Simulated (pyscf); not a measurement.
Cl–Ge(Cl)(Cl)–Cl + hydrogen (H₂) → Cl–GeH(Cl)–Cl + hydrogen chloride (HCl) (four-centre exchange; singlet surface; Cl–Ge, H–H broken, Ge–H, Cl–H formed). Optimised with ωB97X-D3(BJ)/def2-SVP in PySCF. Energies in kcal/mol from the separated reactants.

```
level                   barrier  reaction energy
----------------------  -------  ---------------
ωB97X-D3(BJ)/def2-TZVP     57.8            +12.9
r²SCAN/def2-TZVP           52.1            +11.6
B3LYP-D3(BJ)/def2-TZVP     54.7            +11.0
PBE0-D3(BJ)/def2-TZVP         …                …
M06-2X/def2-TZVP              …            +13.6
HF/def2-TZVP               74.1             +6.9
```

Task: Fill in the missing entries.

Result: 
- PBE0-D3(BJ)/def2-TZVP, barrier: 51.9
- PBE0-D3(BJ)/def2-TZVP, reaction energy: +10.5
- M06-2X/def2-TZVP, barrier: 57.6

The functionals in the table span 5.9 kcal/mol in this barrier, from PBE0-D3(BJ) to ωB97X-D3(BJ). One saddle was located; it need not be the lowest between these sides. Elements up to Kr have no core potential and no relativistic terms here.
